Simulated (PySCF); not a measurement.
Two species compared at the same levels of theory.

First species: HPS.
SMILES: `P=S`

Second species: C₄H₁₀N₂P₂S.
Bonds: C1–N2, N2–C3, C3–C4 (double), C4–N5, N5–C6, N5–P7, P7–P8, P7–S9 (double), N2–P7. Hydrogens: H10, H11, H12 on C1; H13 on C3; H14 on C4; H15, H16, H17 on C6; H18, H19 on P8.

Levels: PBE0/pcSseg-1 for HOMO energy, LUMO energy and HOMO–LUMO gap. Geometries: GFN2-xTB. All species are isolated and taken at one optimised geometry, non-relativistic unless stated. Electronic properties by PySCF.

| property | column X | column Y |
| --- | --- | --- |
| HOMO energy | -6.90 eV | -5.37 eV |
| LUMO energy | -3.78 eV | -0.37 eV |
| HOMO–LUMO gap | 3.12 eV | 5.00 eV |

Q: Which column belongs to which species?

A: Column X is the first species and column Y the second. The first has 3 atoms and 32 electrons, the second 19 and 94.

Q: How does each property change from the first species to the second?

A: HOMO energy +1.53 eV; LUMO energy +3.41 eV; HOMO–LUMO gap +1.88 eV.

